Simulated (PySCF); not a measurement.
HN, SMILES [NH], multiplicity 3.

Coordinates come from a PBE0-D3(BJ)/def2-TZVPD optimisation.

Method: B3LYP/def2-TZVPD run with PySCF.

- total energy = -55.24577 hartree
- point group = C∞v
- α spin, highest occupied and lowest empty level = -9.34 and 0.38 eV
- β spin, highest occupied and lowest empty level = -9.97 and -3.24 eV
- dipole moment = 1.51 D
- mean static polarisability = 10.0 bohr³ (1.48 Å³)
- polarisability, principal values = 9.0, 9.0, 11.8 bohr³
- ⟨S²⟩ = 2.006 (pure state 2.00)
